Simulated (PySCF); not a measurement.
# Orbital energies, ionisation energy and electron affinity

C3H5N.
Cartesian coordinates in Å at the PBE0-D3(BJ)/def2-SVP level; atoms count from 1:
```
atom  x, y, z in Å
C1    -1.4887   -0.1301    0.1665
C2    -0.2571    0.3784    0.0477
C3     0.9362   -0.4530   -0.1314
N4     2.1380   -0.0548   -0.2531
H5    -2.3653    0.5082    0.2995
H6    -1.6577   -1.2113    0.1344
H7    -0.1002    1.4641    0.0815
H8     0.7544   -1.5422   -0.1620
H9     2.1732    0.9713   -0.2089
```

Level: PBE0/def2-SVPD (PySCF). Frontier orbitals with their largest atomic shares (Löwdin; up to four atoms above 4 %):

```json
{"orbital": "HOMO−3", "ε (eV)": "-10.78", "main atoms": "C2 24 %, C1 20 %, H7 15 %, C3 12 %"}
{"orbital": "HOMO−2", "ε (eV)": "-10.37", "main atoms": "C3 32 %, N4 28 %, C2 21 %, C1 10 %"}
{"orbital": "HOMO−1", "ε (eV)": "-7.91", "main atoms": "C1 30 %, C2 26 %, N4 23 %, C3 12 %"}
{"orbital": "HOMO", "ε (eV)": "-7.79", "main atoms": "?"}
{"orbital": "LUMO", "ε (eV)": "-1.49", "main atoms": "C1 29 %, N4 24 %, C2 18 %, C3 17 %"}
{"orbital": "LUMO+1", "ε (eV)": "1.00", "main atoms": "C1 36 %, H5 16 %, C2 14 %, H6 11 %"}
{"orbital": "LUMO+2", "ε (eV)": "1.12", "main atoms": "H7 25 %, H9 22 %, H6 13 %, C2 13 %"}
```

What vertical ionisation energy does ΔSCF give, and how far is −ε(HOMO) from it?

ΔSCF: 10.00 eV (965 kJ/mol; threshold wavelength 124 nm); ⟨S²⟩ of the doublet left behind is 0.768, against 0.75 for a pure doublet. −ε(HOMO) is 7.79 eV, 2.21 eV below it. In exact Kohn–Sham theory the two would be equal; PBE0 (global hybrid, 25 % exact exchange) falls short of its own ΔSCF value by 22 %.

On which atoms does the HOMO lie?

N4 (imine nitrogen) 62 %, C3 (imine carbon) 15 %, H9 (N–H hydrogen) 9 %, C2 (alkene CH carbon) 7 %, so more than half of it is on one atom. The HOMO−1 lies 0.12 eV lower.

And the vertical electron affinity, the fundamental gap, Mulliken's electronegativity and the hardness (with the factor ½)?

EA = -0.54 eV by ΔSCF (−ε(LUMO) = 1.49 eV); a negative value means that the added electron isn't bound at this geometry and level, and the number then depends on the basis. IE − EA = 10.54 eV against an orbital gap of 6.30 eV; (IE + EA)/2 = 4.73 eV; (IE − EA)/2 = 5.27 eV. Parr's electrophilicity index (IE + EA)²/[8(IE − EA)] is 1.06 eV.

With α = 48.0 au, estimate the like-pair dispersion coefficient by London's formula C6 = (3/4)α²I.

I = 0.3674 Eh, so C6 ≈ 636 au, a rough estimate.

How many of the 10 lowest singlet excitations (vertical TDDFT, same level) lie below the ionisation energy?

All 10; they run from 4.59 to 8.28 eV.

The lowest singlet excitation (vertical TDDFT, same level) lies at 4.59 eV. How far is it below IE − EA?

IE − EA = 10.54 eV, so by 5.95 eV.

Geometry: PBE0-D3(BJ)/def2-SVP, one conformer, isolated molecule.
